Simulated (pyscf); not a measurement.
PySCF, gas phase, ωB97X-D3(BJ)/def2-SVP geometries.

PBE/def2-TZVP puts the barrier of HO–Si(SiH₃)(SiH₃)–SiH₃ + SiH₄ → H₃Si–O–Si(SiH₃)(SiH₃)–SiH₃ + H₂ (four-centre exchange; singlet surface; H–O, H–Si broken, O–Si, H–H formed) at 129.6 kJ/mol and the reaction energy at -67.0 kJ/mol, from the separated reactants. What do B3LYP-D3(BJ)/def2-TZVP, PBE0-D3(BJ)/def2-TZVP, ωB97M-D3(BJ)/def2-TZVP give on the same structures?

B3LYP-D3(BJ): ΔE‡ = 137.4 kJ/mol, ΔE = -88.4 kJ/mol; PBE0-D3(BJ): ΔE‡ = 129.4 kJ/mol, ΔE = -77.7 kJ/mol; ωB97M-D3(BJ): ΔE‡ = 141.0 kJ/mol, ΔE = -81.8 kJ/mol. PBE's barrier matches one of them and lies within 11.4 kJ/mol of the others. Its reaction energy lies over all of them, by 10.7 to 21.4 kJ/mol. HO–Si(SiH₃)(SiH₃)–SiH₃ lies 99.2 kJ/mol over its isomer H₃Si–SiH₂–O–SiH₂–SiH₃ (electronic energy, ωB97M-D3(BJ)/def2-TZVP). One saddle was located; it need not be the lowest between these sides.
